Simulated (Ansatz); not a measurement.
Lattice constant a of some III–V compounds

Method: HSE06 (plane waves, PAW; Ansatz, a quantum-chemistry and plane-wave program). References are measured values corrected to a static lattice or taken at low temperature (these still hold zero-point motion).

Values in Å.

```tsv
solid	reference	HSE06	error (%)
wurtzite AlN	3.111¶	3.105	-0.19
zinc-blende GaP	5.439*	5.465	+0.48
zinc-blende InP	5.858*	5.901	+0.73
zinc-blende BP	4.525*	4.524	-0.02
zinc-blende GaAs	5.64*	5.683	+0.76
zinc-blende AlAs	5.649*	5.682	+0.58
cubic BN	3.593*	3.596	+0.08
zinc-blende AlP	5.451*	5.476	+0.46
zinc-blende InAs	6.047*	?	?
zinc-blende InSb	6.468*	6.546	+1.21
```

Problem. Estimate the withheld HSE06 value.

Solution. The errors of the other rows run from -0.19 % to +1.21 %, with a median of +0.48 %; carried to the reference 6.047 it gives 6.076 Å. The run gives 6.108 Å (+1.01 %), +0.53 % from the estimate; the row was drawn at random, and such an estimate is rough. Over these 10 solids the mean error is +0.51 %, the mean absolute error 0.55 % (median 0.53 %), and the worst case zinc-blende InSb at +1.21 %; the value is too high in 8 of 10 cases.

A star marks references brought to a static lattice; the others are low-temperature values that still hold zero-point motion, which matters most for light elements.

Spin–orbit coupling is left out, also for the solids with elements from indium on (zinc-blende InP, zinc-blende InAs, zinc-blende InSb); its size isn't shown.

¶ marks references of a special kind: wurtzite AlN, 3.111 Å (measured, low temperature, extrapolated to low temperature; as tabulated in arXiv:1206.3780).

Differences are worked out from the printed values.

Ansatz's density-functional and Hartree–Fock values are scalar-relativistic unless marked +SOC, with PAW data made under PBE.

Not in this set, of the III–V compounds with a reference value in our tables and a result at some level: 4 for a reference at room or unstated temperature; 1 for a high-temperature or high-pressure phase. These can be a level's best or worst cases. At least 3 more with a reference value are held back for tests. Solids without a released value at any level aren't counted. Layered and molecular crystals are counted apart.

References as tabulated in Mejia-Rodriguez and Trickey (2018), arXiv:1807.09216; arXiv:1206.3780; Goldzak et al. (2022), arXiv:2208.04865.
